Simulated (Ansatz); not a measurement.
**U-wB97X/cc-pVDZ run of Si3H7 (SMILES [SiH3][SiH][SiH3])**

Aim: the energy change on altering one bond length of Si3H7 at U-wB97X/cc-pVDZ, from 2 runs. 

Program for the calculation: Ansatz 0.2.0.

26 further runs of the same task are left out: 26 set aside as unsound or not needed. Runs told in other sessions of the task aren't counted.

**1. The system as given**

Si3H7 has 10 atoms, charge 0, and is taken as a doublet. As SMILES, `[SiH3][SiH][SiH3]`. Geometry: relaxed at PBE0-D4/def2-TZVP.

Bond lengths: Si1–Si2 2.324 Å, Si2–Si3 2.324 Å, Si1–H4 1.487 Å, Si1–H5 1.487 Å, Si1–H6 1.490 Å, Si2–H7 1.491 Å, Si3–H8 1.487 Å, Si3–H9 1.490 Å, Si3–H10 1.487 Å. Some angles: Si1–Si2–Si3 117.3°, Si1–Si2–H7 113.2°, Si3–Si2–H7 113.2°, Si2–Si1–H4 108.6°, Si2–Si1–H5 110.1°, Si2–Si1–H6 112.2°, Si2–Si3–H8 108.6°, Si2–Si3–H9 112.2°, Si2–Si3–H10 110.1°, H4–Si1–H5 109.1°.

**2. The energy at U-wB97X/cc-pVDZ**

File molecule.yaml:

```yaml
crystal:
  periodic: [false, false, false]
  atoms:
    - {symbol: Si, position_ang: [-1.326900, 0.854900, -1.209200]}
    - {symbol: Si, position_ang: [0.719400, -0.131600, -0.719600]}
    - {symbol: Si, position_ang: [1.000400, -1.003300, 1.416100]}
    - {symbol: H, position_ang: [-2.411900, -0.065200, -0.777100]}
    - {symbol: H, position_ang: [-1.443700, 1.089800, -2.673000]}
    - {symbol: H, position_ang: [-1.505500, 2.157900, -0.508900]}
    - {symbol: H, position_ang: [1.885800, 0.672200, -1.184600]}
    - {symbol: H, position_ang: [-0.178100, -1.849500, 1.741300]}
    - {symbol: H, position_ang: [1.115000, 0.064100, 2.449300]}
    - {symbol: H, position_ang: [2.228500, -1.840300, 1.468800]}
basis:
  gaussian: {orbitals: cc-pVDZ}
magnetization: {spin_polarized: true, initial_magnetization: 1}
hamiltonian: {xc: {name: wB97X}}
accuracy: high
output: {orbitals: {seedname: orbitals}}
```

Launch:

```console
ansatz run molecule.yaml --threads 1 --pin off --max-ram 3480MiB --events-out events.jsonl --progress --plain --runs-dir runs
```

Log:

```text
Warning: RAYON_NUM_THREADS=1 ignored (pool sized by the plan → 1); use --threads N
Functional definition: wB97X
  name "wB97X"
  parameter omega = 0.3/bohr
  parameter cx = 0.157706
  parameter cx1 = 0.726479
  parameter cx2 = 1.04760
  parameter cx3 = -5.70635
  parameter cx4 = 13.2794
  parameter css1 = -4.33879
  parameter css2 = 18.2308
  parameter css3 = -31.7430
  parameter css4 = 17.2901
  parameter cos1 = 2.37031
  parameter cos2 = -11.3995
  parameter cos3 = 6.58405
  parameter cos4 = -3.78132
  exchange = spin_sum(e_x_unif_sr(omega)*poly(b97_u_x, 1 - cx, cx1, cx2, cx3, cx4)) + cx*exact_x_sr(omega)
      + exact_x_lr(omega)
  correlation = spin_sum(e_c_pw_same_spin*poly(b97_u_same, 1, css1, css2, css3, css4))
      + integral(e_c_pw_opposite_spin*poly(b97_u_opposite, 1, cos1, cos2, cos3, cos4))
2120 factors; integrals over basis functions are off by at most 3.8e-9 eV
464 factors; integrals over basis functions are off by at most 2.4e-9 eV
mean field evaluation 1: about -23744.1673 eV, gradient 6.2e0 eV
mean field evaluation 2: about -23744.6248 eV, gradient 1.7e0 eV
mean field evaluation 4: about -23744.6709 eV, gradient 6.4e-1 eV
mean field evaluation 8: about -23744.7558 eV, gradient 5.2e-2 eV
mean field evaluation 16: about -23744.7559 eV, gradient 5.0e-5 eV
mean field -23744.75588679 eV, -872.6036840659 hartree, gradient 6.0e-8 eV, S^2 0.754036; 0 other end points of the search recorded, 0 dependent functions left out
reference -23744.75588328 eV, -872.6036839370 hartree; 25, 24 occupied and 64, 65 virtual orbitals, 2120 factors
Total energy: -23744.75588328 eV, -872.6036839370 hartree
```

Run time: 70 s. Hardware: 1 thread of Intel Xeon Platinum 8375C at 2.90GHz (Ice Lake), shared host; peak memory 1 GiB.

**3. The distorted shape**

File input.yaml:

```yaml
crystal:
  periodic: [false, false, false]
  atoms:
    - {symbol: Si, position_ang: [-0.973336, 1.108770, -1.306764]}
    - {symbol: Si, position_ang: [1.072964, 0.122270, -0.817164]}
    - {symbol: Si, position_ang: [1.353964, -0.749430, 1.318536]}
    - {symbol: H, position_ang: [-2.058336, 0.188670, -0.874664]}
    - {symbol: H, position_ang: [-1.090136, 1.343670, -2.770564]}
    - {symbol: H, position_ang: [-1.151936, 2.411770, -0.606464]}
    - {symbol: H, position_ang: [2.239364, 0.926070, -1.282164]}
    - {symbol: H, position_ang: [-0.178100, -1.849500, 1.741300]}
    - {symbol: H, position_ang: [1.468564, 0.317970, 2.351736]}
    - {symbol: H, position_ang: [2.582064, -1.586430, 1.371236]}
basis:
  gaussian:
    orbitals: cc-pVDZ
magnetization:
  spin_polarized: true
  initial_magnetization: 1
hamiltonian:
  xc: {name: wB97X}
accuracy: high
output:
  orbitals: {seedname: orbitals}
```

Launch:

```console
ansatz run input.yaml --threads 1 --pin off --max-ram 3480MiB --events-out events.jsonl --progress --plain --runs-dir runs
```

Log (excerpt; [...] marks lines left out):

```text
Warning: RAYON_NUM_THREADS=1 ignored (pool sized by the plan → 1); use --threads N
Functional definition: wB97X
  name "wB97X"
[...]
      + exact_x_lr(omega)
[...]
      + integral(e_c_pw_opposite_spin*poly(b97_u_opposite, 1, cos1, cos2, cos3, cos4))
2107 factors; integrals over basis functions are off by at most 3.9e-9 eV
468 factors; integrals over basis functions are off by at most 2.3e-9 eV
[...]
mean field -23743.77698479 eV, -872.5677100809 hartree, gradient 9.8e-8 eV, S^2 0.754065; 0 other end points of the search recorded, 0 dependent functions left out
reference -23743.77698125 eV, -872.5677099508 hartree; 25, 24 occupied and 64, 65 virtual orbitals, 2107 factors
Total energy: -23743.77698125 eV, -872.5677099508 hartree
```

It took 85 s on 1 thread of Intel Xeon Platinum 8375C at 2.90GHz (Ice Lake), shared host; peak memory 0.99 GiB.

**4. Summary of results**

At U-wB97X/cc-pVDZ:

| quantity | value |
| --- | --- |
| first shape: total energy | -872.60368 Eh |
| first shape: HOMO energy (highest over α and β) | -8.16 eV |
| first shape: LUMO energy (lowest over α and β) | -1.30 eV |
| first shape: ⟨S²⟩ | 0.754 |
| distorted shape: total energy | -872.56771 Eh |
| distorted shape: HOMO energy (highest over α and β) | -8.26 eV |
| distorted shape: LUMO energy (lowest over α and β) | -1.39 eV |
| distorted shape: ⟨S²⟩ | 0.754 |
| energy change with the Si3–H8 bond stretched from 1.487 to 1.933 Å | 0.979 eV |

**Reading.** With the Si3–H8 bond stretched from 1.487 to 1.933 Å the energy rises by 0.98 eV (94.4 kJ/mol). The first shape isn't relaxed at this level, so the change isn't measured from a minimum.
